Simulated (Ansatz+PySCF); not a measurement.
## singlet H2OF(-) in separate pieces: levels of theory in one basis

```yaml
atoms:
  - { symbol: F, position_ang: [0.0000, 0.0000, 0.0000] }
  - { symbol: O, position_ang: [10.0000, 0.0000, -0.1197] }
  - { symbol: H, position_ang: [10.0000, 0.7542, 0.4787] }
  - { symbol: H, position_ang: [10.0000, -0.7542, 0.4787] }
```

Basis set: cc-pVDZ (spherical functions). Left uncorrelated: 2 orbitals. Charge -1, multiplicity 1.

Computed with Ansatz (development build ahead of 0.2.0); each method stands on the lowest determinant of its kind that the runs found. NEVPT2 correlates all electrons. Active spaces start from the frontier orbitals, and the lowest solution found is given.

```csv
method,E − E(RHF) (eV),<S²> of the determinant
RHF,0.00,0.00
RHF-MP2,-10.63,–
RHF-CCSD(T),-11.08,–
"CASSCF(2,2)",-0.35,–
"SC-NEVPT2(2,2)",-10.70,–
```

(1) What does RHF-CCSD give on the same scale?

(2) Is a single determinant a sound starting point here?

Answers

(1) -10.98 eV.

(2) By this sign, yes. Unrestricted orbitals gain 0.00 eV and <S²> is 0.00 against 0.00 for a pure state. The CASSCF(2,2) natural occupations are 1.99, 0.01.

Caution: no diffuse functions for an anion. Caution for CASSCF(2,2): other starts end on other solutions of this active space.
